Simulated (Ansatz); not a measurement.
Ansatz (a first-principles code) input (B3LYP-D3(BJ)/def2-TZVP):

Ansatz 0.2 input:
```yaml
crystal:
  periodic: [false, false, false]
  atoms:
    - {symbol: C, position_ang: [0.81479888, 1.92924708, -0.00777014]}
    - {symbol: C, position_ang: [0.71633025, 0.41681840, -0.00644526]}
    - {symbol: C, position_ang: [-0.68396967, -0.26204958, 0.00611309]}
    - {symbol: C, position_ang: [-0.64024257, -1.79586882, 0.00618996]}
    - {symbol: H, position_ang: [-1.63532024, -2.25614759, 0.01510746]}
    - {symbol: H, position_ang: [0.29747525, 2.33140678, 0.88496235]}
    - {symbol: H, position_ang: [0.28180331, 2.33087096, -0.89147906]}
    - {symbol: H, position_ang: [-0.09590746, -2.16573186, 0.88202235]}
    - {symbol: H, position_ang: [-0.11144236, -2.16626300, -0.87888645]}
    - {symbol: H, position_ang: [1.24186665, 0.00119532, -0.88684820]}
    - {symbol: H, position_ang: [1.25731985, 0.00172366, 0.86479926]}
    - {symbol: H, position_ang: [-1.24636938, 0.09676764, -0.86431870]}
    - {symbol: H, position_ang: [-1.23092689, 0.09729561, 0.88611510]}
basis:
  gaussian:
    orbitals: def2-TZVP
hamiltonian:
  xc: b3lyp
  dispersion: d3bj
total_charge: -1
phonons: {temperatures: {t_min: 298.15, t_max: 298.15, t_step: 100}}
```

Output:

```
Functional definition: B3LYP
integrals: 0.08 GiB planned
1116 factors; their error is unknown
mean field: 0.80 GiB planned
mean field evaluation 1: about -4285.9849 eV, gradient 5.9e1 eV
mean field evaluation 2: about -4247.4879 eV, gradient 1.0e2 eV
mean field evaluation 4: about -4294.6422 eV, gradient 9.4e0 eV
mean field evaluation 8: about -4294.9722 eV, gradient 3.1e-1 eV
mean field evaluation 16: about -4294.9418 eV, gradient 4.1e-4 eV
mean field -4294.94177111 eV, -157.8361988721 hartree, gradient 2.5e-5 eV, S^2 0.000000; 0 other end points of the search recorded, 0 dependent functions left out
the calculation of the forces begins
reference -4294.94203999 eV, -157.8362087534 hartree; 17, 17 occupied and 161, 161 virtual orbitals, 1116 factors
these checks for a lower state are left out or cut short: stability, starts, cluster_reference, orbital_swaps, neighbouring_geometries, increment
integrals: 0.08 GiB planned
1116 factors; their error is unknown
mean field: 0.80 GiB planned
mean field -4294.94174214 eV, -157.8361978075 hartree, gradient 1.8e-6 eV, S^2 0.000000; 0 other end points of the search recorded, 0 dependent functions left out
the calculation of the forces begins
reference -4294.94201094 eV, -157.8362076856 hartree; 17, 17 occupied and 161, 161 virtual orbitals, 1116 factors
these checks for a lower state are left out or cut short: stability, starts, cluster_reference, orbital_swaps, neighbouring_geometries, increment
integrals: 0.08 GiB planned
1116 factors; their error is unknown
mean field: 0.80 GiB planned
mean field evaluation 32: about -4294.9417 eV, gradient 4.0e-4 eV
mean field -4294.94169012 eV, -157.8361958957 hartree, gradient 1.8e-6 eV, S^2 0.000000; 0 other end points of the search recorded, 0 dependent functions left out
the calculation of the forces begins
reference -4294.94195908 eV, -157.8362057801 hartree; 17, 17 occupied and 161, 161 virtual orbitals, 1116 factors
these checks for a lower state are left out or cut short: stability, starts, cluster_reference, orbital_swaps, neighbouring_geometries, increment
integrals: 0.08 GiB planned
1116 factors; their error is unknown
mean field: 0.80 GiB planned
mean field -4294.94161208 eV, -157.8361930278 hartree, gradient 1.8e-6 eV, S^2 0.000000; 0 other end points of the search recorded, 0 dependent functions left out
the calculation of the forces begins
reference -4294.94188096 eV, -157.8362029091 hartree; 17, 17 occupied and 161, 161 virtual orbitals, 1116 factors
these checks for a lower state are left out or cut short: stability, starts, cluster_reference, orbital_swaps, neighbouring_geometries, increment
integrals: 0.08 GiB planned
1116 factors; their error is unknown
mean field: 0.80 GiB planned
mean field -4294.94168728 eV, -157.8361957914 hartree, gradient 1.8e-6 eV, S^2 0.000000; 0 other end points of the search recorded, 0 dependent functions left out
the calculation of the forces begins
reference -4294.94195616 eV, -157.8362056727 hartree; 17, 17 occupied and 161, 161 virtual orbitals, 1116 factors
these checks for a lower state are left out or cut short: stability, starts, cluster_reference, orbital_swaps, neighbouring_geometries, increment
integrals: 0.08 GiB planned
1116 factors; their error is unknown
mean field: 0.80 GiB planned
mean field -4294.94167573 eV, -157.8361953672 hartree, gradient 1.8e-6 eV, S^2 0.000000; 0 other end points of the search recorded, 0 dependent functions left out
the calculation of the forces begins
reference -4294.94194466 eV, -157.8362052500 hartree; 17, 17 occupied and 161, 161 virtual orbitals, 1116 factors
these checks for a lower state are left out or cut short: stability, starts, cluster_reference, orbital_swaps, neighbouring_geometries, increment
integrals: 0.08 GiB planned
[...]
mean field -4294.94171384 eV, -157.8361967675 hartree, gradient 1.8e-6 eV, S^2 0.000000; 0 other end points of the search recorded, 0 dependent functions left out
the calculation of the forces begins
reference -4294.94198275 eV, -157.8362066497 hartree; 17, 17 occupied and 161, 161 virtual orbitals, 1116 factors
these checks for a lower state are left out or cut short: stability, starts, cluster_reference, orbital_swaps, neighbouring_geometries, increment
integrals: 0.08 GiB planned
1116 factors; their error is unknown
mean field: 0.80 GiB planned
mean field -4294.94169093 eV, -157.8361959256 hartree, gradient 1.8e-6 eV, S^2 0.000000; 0 other end points of the search recorded, 0 dependent functions left out
the calculation of the forces begins
reference -4294.94195979 eV, -157.8362058059 hartree; 17, 17 occupied and 161, 161 virtual orbitals, 1116 factors
these checks for a lower state are left out or cut short: stability, starts, cluster_reference, orbital_swaps, neighbouring_geometries, increment
integrals: 0.08 GiB planned
1116 factors; their error is unknown
mean field: 0.80 GiB planned
mean field evaluation 256: about -4294.9656 eV, gradient 3.8e-4 eV
mean field -4294.94176331 eV, -157.8361985856 hartree, gradient 1.8e-6 eV, S^2 0.000000; 0 other end points of the search recorded, 0 dependent functions left out
the calculation of the forces begins
reference -4294.94203219 eV, -157.8362084668 hartree; 17, 17 occupied and 161, 161 virtual orbitals, 1116 factors
these checks for a lower state are left out or cut short: stability, starts, cluster_reference, orbital_swaps, neighbouring_geometries, increment
integrals: 0.08 GiB planned
1116 factors; their error is unknown
mean field: 0.80 GiB planned
mean field -4294.94171375 eV, -157.8361967644 hartree, gradient 1.8e-6 eV, S^2 0.000000; 0 other end points of the search recorded, 0 dependent functions left out
the calculation of the forces begins
reference -4294.94198264 eV, -157.8362066457 hartree; 17, 17 occupied and 161, 161 virtual orbitals, 1116 factors
these checks for a lower state are left out or cut short: stability, starts, cluster_reference, orbital_swaps, neighbouring_geometries, increment
integrals: 0.08 GiB planned
1116 factors; their error is unknown
mean field: 0.80 GiB planned
mean field -4294.94175169 eV, -157.8361981585 hartree, gradient 1.8e-6 eV, S^2 0.000000; 0 other end points of the search recorded, 0 dependent functions left out
the calculation of the forces begins
reference -4294.94202059 eV, -157.8362080406 hartree; 17, 17 occupied and 161, 161 virtual orbitals, 1116 factors
these checks for a lower state are left out or cut short: stability, starts, cluster_reference, orbital_swaps, neighbouring_geometries, increment
integrals: 0.08 GiB planned
1116 factors; their error is unknown
mean field: 0.80 GiB planned
mean field -4294.94174180 eV, -157.8361977951 hartree, gradient 1.8e-6 eV, S^2 0.000000; 0 other end points of the search recorded, 0 dependent functions left out
the calculation of the forces begins
reference -4294.94201066 eV, -157.8362076755 hartree; 17, 17 occupied and 161, 161 virtual orbitals, 1116 factors
these checks for a lower state are left out or cut short: stability, starts, cluster_reference, orbital_swaps, neighbouring_geometries, increment
integrals: 0.08 GiB planned
1116 factors; their error is unknown
mean field: 0.80 GiB planned
mean field evaluation 288: about -4294.9417 eV, gradient 1.2e-6 eV
mean field -4294.94169545 eV, -157.8361960916 hartree, gradient 1.8e-6 eV, S^2 0.000000; 0 other end points of the search recorded, 0 dependent functions left out
the calculation of the forces begins
reference -4294.94196435 eV, -157.8362059736 hartree; 17, 17 occupied and 161, 161 virtual orbitals, 1116 factors
these checks for a lower state are left out or cut short: stability, starts, cluster_reference, orbital_swaps, neighbouring_geometries, increment
integrals: 0.08 GiB planned
1116 factors; their error is unknown
mean field: 0.80 GiB planned
mean field -4294.94172127 eV, -157.8361970406 hartree, gradient 1.8e-6 eV, S^2 0.000000; 0 other end points of the search recorded, 0 dependent functions left out
the calculation of the forces begins
reference -4294.94199013 eV, -157.8362069210 hartree; 17, 17 occupied and 161, 161 virtual orbitals, 1116 factors
these checks for a lower state are left out or cut short: stability, starts, cluster_reference, orbital_swaps, neighbouring_geometries, increment
integrals: 0.08 GiB planned
1116 factors; their error is unknown
mean field: 0.80 GiB planned
mean field -4294.94170952 eV, -157.8361966087 hartree, gradient 1.8e-6 eV, S^2 0.000000; 0 other end points of the search recorded, 0 dependent functions left out
the calculation of the forces begins
reference -4294.94197836 eV, -157.8362064887 hartree; 17, 17 occupied and 161, 161 virtual orbitals, 1116 factors
these checks for a lower state are left out or cut short: stability, starts, cluster_reference, orbital_swaps, neighbouring_geometries, increment
integrals: 0.08 GiB planned
1116 factors; their error is unknown
mean field: 0.80 GiB planned
mean field -4294.94176217 eV, -157.8361985438 hartree, gradient 1.8e-6 eV, S^2 0.000000; 0 other end points of the search recorded, 0 dependent functions left out
the calculation of the forces begins
reference -4294.94203109 eV, -157.8362084262 hartree; 17, 17 occupied and 161, 161 virtual orbitals, 1116 factors
these checks for a lower state are left out or cut short: stability, starts, cluster_reference, orbital_swaps, neighbouring_geometries, increment
integrals: 0.08 GiB planned
1116 factors; their error is unknown
mean field: 0.80 GiB planned
mean field -4294.94174451 eV, -157.8361978948 hartree, gradient 1.8e-6 eV, S^2 0.000000; 0 other end points of the search recorded, 0 dependent functions left out
the calculation of the forces begins
reference -4294.94201341 eV, -157.8362077764 hartree; 17, 17 occupied and 161, 161 virtual orbitals, 1116 factors
these checks for a lower state are left out or cut short: stability, starts, cluster_reference, orbital_swaps, neighbouring_geometries, increment
integrals: 0.08 GiB planned
1116 factors; their error is unknown
mean field: 0.80 GiB planned
mean field evaluation 320: about -4294.9412 eV, gradient 5.7e-1 eV
mean field -4294.94174885 eV, -157.8361980540 hartree, gradient 1.8e-6 eV, S^2 0.000000; 0 other end points of the search recorded, 0 dependent functions left out
the calculation of the forces begins
reference -4294.94201772 eV, -157.8362079348 hartree; 17, 17 occupied and 161, 161 virtual orbitals, 1116 factors
these checks for a lower state are left out or cut short: stability, starts, cluster_reference, orbital_swaps, neighbouring_geometries, increment
integrals: 0.08 GiB planned
1116 factors; their error is unknown
mean field: 0.80 GiB planned
mean field -4294.94168965 eV, -157.8361958784 hartree, gradient 1.8e-6 eV, S^2 0.000000; 0 other end points of the search recorded, 0 dependent functions left out
the calculation of the forces begins
reference -4294.94195851 eV, -157.8362057589 hartree; 17, 17 occupied and 161, 161 virtual orbitals, 1116 factors
these checks for a lower state are left out or cut short: stability, starts, cluster_reference, orbital_swaps, neighbouring_geometries, increment
integrals: 0.08 GiB planned
1116 factors; their error is unknown
mean field: 0.80 GiB planned
mean field -4294.94171741 eV, -157.8361968989 hartree, gradient 1.8e-6 eV, S^2 0.000000; 0 other end points of the search recorded, 0 dependent functions left out
the calculation of the forces begins
reference -4294.94198632 eV, -157.8362067809 hartree; 17, 17 occupied and 161, 161 virtual orbitals, 1116 factors
Total energy: -4295.31564269 eV, -157.8499383994 hartree
Atom 0 at     0.814799     1.929247    -0.007770 Å, force    -0.000319    -0.000308     0.000003 eV/Å
Atom 1 at     0.716330     0.416818    -0.006445 Å, force     0.000941    -0.000403    -0.000008 eV/Å
Atom 2 at    -0.683970    -0.262050     0.006113 Å, force    -0.000616     0.000926     0.000005 eV/Å
Atom 3 at    -0.640243    -1.795869     0.006190 Å, force     0.000303    -0.000288    -0.000003 eV/Å
Atom 4 at    -1.635320    -2.256148     0.015107 Å, force    -0.000051     0.000228     0.000000 eV/Å
Atom 5 at     0.297475     2.331407     0.884962 Å, force     0.000003     0.000148     0.000053 eV/Å
Atom 6 at     0.281803     2.330871    -0.891479 Å, force     0.000003     0.000148    -0.000053 eV/Å
Atom 7 at    -0.095907    -2.165732     0.882022 Å, force    -0.000046    -0.000079     0.000157 eV/Å
Atom 8 at    -0.111442    -2.166263    -0.878886 Å, force    -0.000049    -0.000079    -0.000156 eV/Å
Atom 9 at     1.241867     0.001195    -0.886848 Å, force    -0.000310     0.000135     0.000386 eV/Å
Atom 10 at     1.257320     0.001724     0.864799 Å, force    -0.000317     0.000135    -0.000380 eV/Å
Atom 11 at    -1.246369     0.096768    -0.864319 Å, force     0.000232    -0.000281     0.000359 eV/Å
Atom 12 at    -1.230927     0.097296     0.886115 Å, force     0.000226    -0.000281    -0.000363 eV/Å
Dipole moment:    -0.792571    -1.463466     0.007434 e Å
Vibrations: 128.35 212.48 256.36 312.17 420.93 715.05 743.82 809.14 824.21 974.12 975.28 1008.43 1088.80 1211.38 1267.30 1269.91 1309.74 1310.92 1372.50 1422.88 1447.49 1475.53 1488.75 1494.90 2862.80 2864.90 2874.90 2901.58 2978.47 2987.53 3010.45 3028.56 3044.40 cm⁻¹, zero-point energy 3.105433 eV
```

It need not be the lowest isomer of its formula. Whether it binds its extra electron was not tested at this geometry.
